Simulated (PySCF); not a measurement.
**Ionisation energy of H by level of theory**

H 1s1 (2S) → H⁺ (bare nucleus), as a difference of total energies. Computed with PySCF 2.14 in aug-cc-pVDZ-DK (3s2p, 9 functions), with scalar relativity by spin-free X2C-1e. The calculations carry no spin-orbit coupling.

| method | ionisation energy (eV) | difference from reference (eV) |
| --- | --- | --- |
| UHF | 13.588 | -0.010 |
| LDA | 13.007 | -0.591 |
| PBE | 13.585 | -0.013 |
| PBE0 | 13.624 | +0.026 |
| r2SCAN | 13.591 | -0.007 |
| BLYP | 13.524 | -0.074 |
| TPSS | 13.596 | -0.002 |
| M06-2X | 13.549 | -0.049 |
| ROHF | 13.588 | -0.010 |

Reference: 13.598 eV (theoretical estimate listed by NIST; NIST Atomic Spectra Database, ionization energies).
